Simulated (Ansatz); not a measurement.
# SiF2 (triplet): wB97M-V, B2PLYP over vertical spin and charge gaps, def2-QZVPP

Aim: run SiF2 (triplet) with these functionals over vertical spin and charge gaps, and hold them against the top wave-function level at the same points.

The runs use Ansatz 0.2.0, Gaussian basis; def2-QZVPP, all electrons in the functionals, frozen cores in the correlation of double hybrids and RPA.

To be run: wB97M-V, B2PLYP, at charge 0, triplet; charge 0, singlet; charge 0, quintet; charge 1, doublet; charge 1, quartet.

2 further runs of the same task are left out: 2 set aside as unsound or not needed.

### 1 The geometry

The geometry is a PBE0/def2-TZVP stationary point (not a proven minimum).

3 atoms, charge 0, spin multiplicity 3.

Atoms are counted from 1 here; the program's logs count them from 0.

Bond lengths: F1–Si2 1.598 Å, Si2–F3 1.598 Å. Angles: F1–Si2–F3 113.7°.

No dispersion term is added; wB97M-V holds VV10 nonlocal correlation.

The geometry shown and the zero of energy belong to the point charge 0, triplet. The yardstick, UCCSD(T), and other wave-function levels (R restricted, U unrestricted, valence and pair active spaces) come from earlier runs.

### 2 wB97M-V, charge 0, triplet

Input file in.yaml:

```yaml
crystal:
  periodic: [false, false, false]
  atoms:
    - {symbol: F, position_ang: [0.000000, -0.371280, 1.337507]}
    - {symbol: Si, position_ang: [0.000000, 0.502304, 0.000000]}
    - {symbol: F, position_ang: [0.000000, -0.371280, -1.337507]}
basis:
  gaussian: {orbitals: "def2-QZVPP.json"}
magnetization: {spin_polarized: true, initial_magnetization: 2}
hamiltonian: {xc: {name: wB97M-V}}
output: {orbitals: {seedname: orbitals}}
```

Launch:

```console
$ ansatz run in.yaml --threads 1 --pin off --events-out ev --progress --plain --max-ram 2393MiB
```

Log (excerpt; [...] marks lines left out):

```text
Functional definition: wB97M-V
  name "wB97M-V"
  cite "Mardirossian & Head-Gordon, J. Chem. Phys. 144, 214110 (2016) doi:10.1063/1.4952647"
  cite "Becke, J. Chem. Phys. 107, 8554 (1997) doi:10.1063/1.475007"
  cite "Vydrov & Van Voorhis, J. Chem. Phys. 133, 244103 (2010) doi:10.1063/1.3521275"
  # Of w^i u^j: cxij and so on, Table III.
[...]
  gx(w, u) = 1 - cx + cx01*u + cx10*w
  gss(w, u) = css00 + css04*u^4 + css10*w + css20*w^2 + css43*w^4*u^3
  gos(w, u) = cos00 + cos10*w + (cos20 + cos21*u)*w^2 + (cos60 + cos61*u)*w^6
[...]
      + integral(e_c_pw_mod_opposite_spin*gos(b97_w_opposite, b97_u_opposite)) + vv10(b, c)
727 factors; their error is unknown
120 factors; integrals over basis functions are off by at most 7.1e-5 eV
[...]
mean field -13312.13228537 eV, -489.2118381998 hartree, gradient 5.8e-5 eV, S^2 2.001125; 0 other end points of the search recorded, 0 dependent functions left out
reference -13312.13232546 eV, -489.2118396733 hartree; 17, 15 occupied and 167, 169 virtual orbitals, 727 factors
Total energy: -13312.13232546 eV, -489.2118396733 hartree
```

Wall time 15 s (1 thread of Arm Neoverse V2, shared host); peak memory 0.44 GiB.

From the report: ⟨S²⟩ of the determinant 2.001 (pure triplet: 2.00).

### 3 wB97M-V, charge 0, singlet

in.yaml: that of step 2 with these lines changed.

```diff
@@ -8,3 +8,3 @@
   gaussian: {orbitals: "def2-QZVPP.json"}
-magnetization: {spin_polarized: true, initial_magnetization: 2}
+magnetization: {spin_polarized: true, initial_magnetization: 0}
 hamiltonian: {xc: {name: wB97M-V}}
```

Same command.

Log (excerpt; [...] marks lines left out):

```text
Functional definition: wB97M-V
  name "wB97M-V"
  cite "Mardirossian & Head-Gordon, J. Chem. Phys. 144, 214110 (2016) doi:10.1063/1.4952647"
  cite "Becke, J. Chem. Phys. 107, 8554 (1997) doi:10.1063/1.475007"
  cite "Vydrov & Van Voorhis, J. Chem. Phys. 133, 244103 (2010) doi:10.1063/1.3521275"
  # Of w^i u^j: cxij and so on, Table III.
[...]
  gx(w, u) = 1 - cx + cx01*u + cx10*w
  gss(w, u) = css00 + css04*u^4 + css10*w + css20*w^2 + css43*w^4*u^3
  gos(w, u) = cos00 + cos10*w + (cos20 + cos21*u)*w^2 + (cos60 + cos61*u)*w^6
[...]
      + integral(e_c_pw_mod_opposite_spin*gos(b97_w_opposite, b97_u_opposite)) + vv10(b, c)
727 factors; their error is unknown
120 factors; integrals over basis functions are off by at most 7.1e-5 eV
[...]
mean field -13315.47837129 eV, -489.3348045895 hartree, gradient 1.4e-5 eV, S^2 0.000000; 0 other end points of the search recorded, 0 dependent functions left out
reference -13315.47840598 eV, -489.3348058643 hartree; 16, 16 occupied and 168, 168 virtual orbitals, 727 factors
Total energy: -13315.47840598 eV, -489.3348058643 hartree
```

It took 14 s on 1 thread of Arm Neoverse V2, shared host; peak memory 0.44 GiB.

From the report: ⟨S²⟩ of the determinant 0.000 (pure singlet: 0.00).

From charge 0, triplet: -77.2 kcal/mol.

### 4 wB97M-V, charge 0, quintet

in.yaml: that of step 3 with these lines changed.

```diff
@@ -8,3 +8,3 @@
   gaussian: {orbitals: "def2-QZVPP.json"}
-magnetization: {spin_polarized: true, initial_magnetization: 0}
+magnetization: {spin_polarized: true, initial_magnetization: 4}
 hamiltonian: {xc: {name: wB97M-V}}
```

Launched as before.

Log (excerpt; [...] marks lines left out):

```text
Functional definition: wB97M-V
  name "wB97M-V"
  cite "Mardirossian & Head-Gordon, J. Chem. Phys. 144, 214110 (2016) doi:10.1063/1.4952647"
  cite "Becke, J. Chem. Phys. 107, 8554 (1997) doi:10.1063/1.475007"
  cite "Vydrov & Van Voorhis, J. Chem. Phys. 133, 244103 (2010) doi:10.1063/1.3521275"
  # Of w^i u^j: cxij and so on, Table III.
[...]
  gx(w, u) = 1 - cx + cx01*u + cx10*w
  gss(w, u) = css00 + css04*u^4 + css10*w + css20*w^2 + css43*w^4*u^3
  gos(w, u) = cos00 + cos10*w + (cos20 + cos21*u)*w^2 + (cos60 + cos61*u)*w^6
[...]
      + integral(e_c_pw_mod_opposite_spin*gos(b97_w_opposite, b97_u_opposite)) + vv10(b, c)
727 factors; their error is unknown
120 factors; integrals over basis functions are off by at most 7.1e-5 eV
[...]
mean field -13301.13289322 eV, -488.8076179942 hartree, gradient 7.8e-6 eV, S^2 6.007058; 3 other end points of the search recorded, 0 dependent functions left out
reference -13301.13293108 eV, -488.8076193853 hartree; 18, 14 occupied and 166, 170 virtual orbitals, 727 factors
Total energy: -13301.13293108 eV, -488.8076193853 hartree
```

Run time: 53 s. Hardware: 1 thread of Arm Neoverse V2, shared host; peak memory 0.59 GiB.

From the report: ⟨S²⟩ of the determinant 6.007 (pure quintet: 6.00).

From charge 0, triplet: +253.7 kcal/mol.

### 5 wB97M-V, charge 1, doublet

in.yaml: that of step 4 with these lines changed.

```diff
@@ -8,3 +8,4 @@
   gaussian: {orbitals: "def2-QZVPP.json"}
-magnetization: {spin_polarized: true, initial_magnetization: 4}
+total_charge: 1
+magnetization: {spin_polarized: true, initial_magnetization: 1}
 hamiltonian: {xc: {name: wB97M-V}}
```

The command is unchanged.

Log (excerpt; [...] marks lines left out):

```text
Functional definition: wB97M-V
  name "wB97M-V"
  cite "Mardirossian & Head-Gordon, J. Chem. Phys. 144, 214110 (2016) doi:10.1063/1.4952647"
  cite "Becke, J. Chem. Phys. 107, 8554 (1997) doi:10.1063/1.475007"
  cite "Vydrov & Van Voorhis, J. Chem. Phys. 133, 244103 (2010) doi:10.1063/1.3521275"
  # Of w^i u^j: cxij and so on, Table III.
[...]
  gx(w, u) = 1 - cx + cx01*u + cx10*w
  gss(w, u) = css00 + css04*u^4 + css10*w + css20*w^2 + css43*w^4*u^3
  gos(w, u) = cos00 + cos10*w + (cos20 + cos21*u)*w^2 + (cos60 + cos61*u)*w^6
[...]
      + integral(e_c_pw_mod_opposite_spin*gos(b97_w_opposite, b97_u_opposite)) + vv10(b, c)
727 factors; their error is unknown
120 factors; integrals over basis functions are off by at most 7.1e-5 eV
[...]
mean field -13304.72844682 eV, -488.9397521518 hartree, gradient 5.9e-5 eV, S^2 0.751990; 0 other end points of the search recorded, 0 dependent functions left out
reference -13304.72847976 eV, -488.9397533622 hartree; 16, 15 occupied and 168, 169 virtual orbitals, 727 factors
Total energy: -13304.72847976 eV, -488.9397533622 hartree
```

Run time: 15 s. Hardware: 1 thread of Arm Neoverse V2, shared host; peak memory 0.44 GiB.

From the report: ⟨S²⟩ of the determinant 0.752 (pure doublet: 0.75).

From charge 0, triplet: +170.7 kcal/mol.

### 6 wB97M-V, charge 1, quartet

in.yaml: that of step 5 with these lines changed.

```diff
@@ -9,3 +9,3 @@
 total_charge: 1
-magnetization: {spin_polarized: true, initial_magnetization: 1}
+magnetization: {spin_polarized: true, initial_magnetization: 3}
 hamiltonian: {xc: {name: wB97M-V}}
```

Launched as before.

Log (excerpt; [...] marks lines left out):

```text
Functional definition: wB97M-V
  name "wB97M-V"
  cite "Mardirossian & Head-Gordon, J. Chem. Phys. 144, 214110 (2016) doi:10.1063/1.4952647"
  cite "Becke, J. Chem. Phys. 107, 8554 (1997) doi:10.1063/1.475007"
  cite "Vydrov & Van Voorhis, J. Chem. Phys. 133, 244103 (2010) doi:10.1063/1.3521275"
  # Of w^i u^j: cxij and so on, Table III.
[...]
  gx(w, u) = 1 - cx + cx01*u + cx10*w
  gss(w, u) = css00 + css04*u^4 + css10*w + css20*w^2 + css43*w^4*u^3
  gos(w, u) = cos00 + cos10*w + (cos20 + cos21*u)*w^2 + (cos60 + cos61*u)*w^6
[...]
      + integral(e_c_pw_mod_opposite_spin*gos(b97_w_opposite, b97_u_opposite)) + vv10(b, c)
727 factors; their error is unknown
120 factors; integrals over basis functions are off by at most 7.1e-5 eV
[...]
mean field -13296.40332039 eV, -488.6338093986 hartree, gradient 5.8e-6 eV, S^2 3.761871; 3 other end points of the search recorded, 0 dependent functions left out
reference -13296.40336094 eV, -488.6338108887 hartree; 17, 14 occupied and 167, 170 virtual orbitals, 727 factors
Total energy: -13296.40336094 eV, -488.6338108887 hartree
```

Run time: 52 s. Hardware: 1 thread of Arm Neoverse V2, shared host; peak memory 0.58 GiB.

From the report: ⟨S²⟩ of the determinant 3.762 (pure quartet: 3.75).

From charge 0, triplet: +362.7 kcal/mol.

### 7 B2PLYP, charge 0, triplet

Input file in.yaml:

```yaml
crystal:
  periodic: [false, false, false]
  atoms:
    - {symbol: F, position_ang: [0.000000, -0.371280, 1.337507]}
    - {symbol: Si, position_ang: [0.000000, 0.502304, 0.000000]}
    - {symbol: F, position_ang: [0.000000, -0.371280, -1.337507]}
basis:
  gaussian: {orbitals: "def2-QZVPP.json"}
magnetization: {spin_polarized: true, initial_magnetization: 2}
hamiltonian: {xc: {name: B2PLYP}}
correlation: {electrons: outside_noble_gas}
```

The command is unchanged.

Log (excerpt; [...] marks lines left out):

```text
Functional definition: B2PLYP
  name "B2PLYP"
  cite "Grimme, J. Chem. Phys. 124, 034108 (2006) doi:10.1063/1.2148954"
  cite "Becke, Phys. Rev. A 38, 3098 (1988) doi:10.1103/PhysRevA.38.3098"
  cite "Lee, Yang & Parr, Phys. Rev. B 37, 785 (1988) doi:10.1103/PhysRevB.37.785"
[...]
1138 factors; integrals over basis functions are off by at most 4.7e-4 eV
[...]
mean field -13303.10688049 eV, -488.8801606884 hartree, gradient 7.6e-6 eV, S^2 2.002381; 0 other end points of the search recorded, 0 dependent functions left out
7 core orbitals not correlated: weight in the atoms' cores, before any rotation towards them, 1.000 or more for the frozen orbitals, at most 0.000 for the correlated occupied ones
reference -13303.10700499 eV, -488.8801652637 hartree; 10, 8 occupied and 167, 169 virtual orbitals, 1138 factors
second order -20.08025548 eV of doubles, -0.00000000 eV of singles
Total energy: -13308.52867397 eV, -489.0794079238 hartree
```

It took 9 s on 1 thread of Arm Neoverse V2, shared host; peak memory 0.4 GiB.

From the report: ⟨S²⟩ of the determinant 2.002 (pure triplet: 2.00).

### 8 B2PLYP, charge 0, singlet

in.yaml: that of step 7 with these lines changed.

```diff
@@ -8,3 +8,3 @@
   gaussian: {orbitals: "def2-QZVPP.json"}
-magnetization: {spin_polarized: true, initial_magnetization: 2}
+magnetization: {spin_polarized: true, initial_magnetization: 0}
 hamiltonian: {xc: {name: B2PLYP}}
```

The command is unchanged.

Log (excerpt; [...] marks lines left out):

```text
Functional definition: B2PLYP
  name "B2PLYP"
  cite "Grimme, J. Chem. Phys. 124, 034108 (2006) doi:10.1063/1.2148954"
  cite "Becke, Phys. Rev. A 38, 3098 (1988) doi:10.1103/PhysRevA.38.3098"
  cite "Lee, Yang & Parr, Phys. Rev. B 37, 785 (1988) doi:10.1103/PhysRevB.37.785"
[...]
1138 factors; integrals over basis functions are off by at most 4.7e-4 eV
[...]
mean field -13305.83834203 eV, -488.9805400486 hartree, gradient 2.0e-6 eV, S^2 0.000000; 2 other end points of the search recorded, 0 dependent functions left out
7 core orbitals not correlated: weight in the atoms' cores, before any rotation towards them, 1.000 or more for the frozen orbitals, at most 0.000 for the correlated occupied ones
reference -13305.83845322 eV, -488.9805441348 hartree; 9, 9 occupied and 168, 168 virtual orbitals, 1138 factors
second order -21.17129626 eV of doubles, -0.00000000 eV of singles
Total energy: -13311.55470321 eV, -489.1906124473 hartree
```

Wall time 14 s (1 thread of Arm Neoverse V2, shared host); peak memory 0.4 GiB.

From the report: ⟨S²⟩ of the determinant 0.000 (pure singlet: 0.00).

From charge 0, triplet: -69.8 kcal/mol.

### 9 B2PLYP, charge 0, quintet

in.yaml: that of step 8 with these lines changed.

```diff
@@ -8,3 +8,3 @@
   gaussian: {orbitals: "def2-QZVPP.json"}
-magnetization: {spin_polarized: true, initial_magnetization: 0}
+magnetization: {spin_polarized: true, initial_magnetization: 4}
 hamiltonian: {xc: {name: B2PLYP}}
```

The command is unchanged.

Log (excerpt; [...] marks lines left out):

```text
Functional definition: B2PLYP
  name "B2PLYP"
  cite "Grimme, J. Chem. Phys. 124, 034108 (2006) doi:10.1063/1.2148954"
  cite "Becke, Phys. Rev. A 38, 3098 (1988) doi:10.1103/PhysRevA.38.3098"
  cite "Lee, Yang & Parr, Phys. Rev. B 37, 785 (1988) doi:10.1103/PhysRevB.37.785"
[...]
1138 factors; integrals over basis functions are off by at most 4.7e-4 eV
[...]
mean field -13292.30527875 eV, -488.4832091459 hartree, gradient 2.4e-6 eV, S^2 6.004841; 6 other end points of the search recorded, 0 dependent functions left out
7 core orbitals not correlated: weight in the atoms' cores, before any rotation towards them, 1.000 or more for the frozen orbitals, at most 0.000 for the correlated occupied ones
reference -13292.30540384 eV, -488.4832137429 hartree; 11, 7 occupied and 166, 170 virtual orbitals, 1138 factors
second order -17.97035860 eV of doubles, -0.00000000 eV of singles
Total energy: -13297.15740066 eV, -488.6615213373 hartree
```

Run time: 50 s. Hardware: 1 thread of Arm Neoverse V2, shared host; peak memory 0.48 GiB.

From the report: ⟨S²⟩ of the determinant 6.005 (pure quintet: 6.00).

From charge 0, triplet: +262.2 kcal/mol.

### 10 B2PLYP, charge 1, doublet

in.yaml: that of step 9 with these lines changed.

```diff
@@ -8,3 +8,4 @@
   gaussian: {orbitals: "def2-QZVPP.json"}
-magnetization: {spin_polarized: true, initial_magnetization: 4}
+total_charge: 1
+magnetization: {spin_polarized: true, initial_magnetization: 1}
 hamiltonian: {xc: {name: B2PLYP}}
```

Launched as before.

Log (excerpt; [...] marks lines left out):

```text
Functional definition: B2PLYP
  name "B2PLYP"
  cite "Grimme, J. Chem. Phys. 124, 034108 (2006) doi:10.1063/1.2148954"
  cite "Becke, Phys. Rev. A 38, 3098 (1988) doi:10.1103/PhysRevA.38.3098"
  cite "Lee, Yang & Parr, Phys. Rev. B 37, 785 (1988) doi:10.1103/PhysRevB.37.785"
[...]
1138 factors; integrals over basis functions are off by at most 4.7e-4 eV
[...]
mean field -13295.42381885 eV, -488.5978133807 hartree, gradient 9.3e-6 eV, S^2 0.753742; 0 other end points of the search recorded, 0 dependent functions left out
7 core orbitals not correlated: weight in the atoms' cores, before any rotation towards them, 1.000 or more for the frozen orbitals, at most 0.000 for the correlated occupied ones
reference -13295.42393237 eV, -488.5978175525 hartree; 9, 8 occupied and 168, 169 virtual orbitals, 1138 factors
second order -20.34343939 eV of doubles, -0.00000000 eV of singles
Total energy: -13300.91666100 eV, -488.7996716067 hartree
```

Wall time 10 s (1 thread of Arm Neoverse V2, shared host); peak memory 0.49 GiB.

From the report: ⟨S²⟩ of the determinant 0.754 (pure doublet: 0.75).

From charge 0, triplet: +175.5 kcal/mol.

### 11 B2PLYP, charge 1, quartet

in.yaml: that of step 10 with these lines changed.

```diff
@@ -9,3 +9,3 @@
 total_charge: 1
-magnetization: {spin_polarized: true, initial_magnetization: 1}
+magnetization: {spin_polarized: true, initial_magnetization: 3}
 hamiltonian: {xc: {name: B2PLYP}}
```

Launched as before.

Log (excerpt; [...] marks lines left out):

```text
Functional definition: B2PLYP
  name "B2PLYP"
  cite "Grimme, J. Chem. Phys. 124, 034108 (2006) doi:10.1063/1.2148954"
  cite "Becke, Phys. Rev. A 38, 3098 (1988) doi:10.1103/PhysRevA.38.3098"
  cite "Lee, Yang & Parr, Phys. Rev. B 37, 785 (1988) doi:10.1103/PhysRevB.37.785"
[...]
1138 factors; integrals over basis functions are off by at most 4.7e-4 eV
[...]
mean field -13287.59597637 eV, -488.3101454755 hartree, gradient 8.0e-9 eV, S^2 3.761424; 8 other end points of the search recorded, 0 dependent functions left out
7 core orbitals not correlated: weight in the atoms' cores, before any rotation towards them, 1.000 or more for the frozen orbitals, at most 0.000 for the correlated occupied ones
reference -13287.59609941 eV, -488.3101499971 hartree; 10, 7 occupied and 167, 170 virtual orbitals, 1138 factors
second order -18.35106202 eV of doubles, -0.00000000 eV of singles
Total energy: -13292.55088615 eV, -488.4922350515 hartree
```

Wall time 69 s (1 thread of Arm Neoverse V2, shared host); peak memory 0.48 GiB.

From the report: ⟨S²⟩ of the determinant 3.761 (pure quartet: 3.75).

From charge 0, triplet: +368.5 kcal/mol.

### 12 Against the wave-function levels

No level is safe as a reference over these points; UCCSD(T) serves as a yardstick only. It comes from earlier runs at the same points. Energies in kcal/mol, counted from charge 0, triplet; blanks weren't run or aren't comparable.

```tsv
level	triplet to singlet	triplet to quintet	ionisation to the doublet cation	ionisation to the quartet cation
UCCSD(T)		257.6	178.1	369.2
wB97M-V	-77.2	253.7	170.7	362.7
B2PLYP	-69.8	262.2	175.5	368.5
```

Largest miss and mean time a point (UCCSD(T) took 6.1 min a point; shared hosts):

```tsv
level	largest miss (kcal/mol)	where	time a point
wB97M-V	-7.3	ionisation to the doublet cation	30 s
B2PLYP	+4.6	triplet to quintet	30 s
```

### 13 Summary of results

```
                                  quantity                                             value
              triplet to quintet, UCCSD(T)                                    257.6 kcal/mol
ionisation to the doublet cation, UCCSD(T)                                    178.1 kcal/mol
ionisation to the quartet cation, UCCSD(T)                                    369.2 kcal/mol
                     largest miss, wB97M-V  -7.3 kcal/mol (ionisation to the doublet cation)
                      largest miss, B2PLYP                +4.6 kcal/mol (triplet to quintet)
```

Misses are known at 3 of 4 points at best, and only functionals with that many are ranked. Of the functionals, B2PLYP keep the smallest largest miss at the points compared (at most 4.6 kcal/mol) and wB97M-V strays most (7.3 kcal/mol, at ionisation to the doublet cation). Functionals and the yardstick converge differently with the basis, so part of each miss in def2-QZVPP is the basis. The yardstick itself may be off where one determinant is a poor start. The program flags that the yardstick's amplitudes may have other solutions at some points.
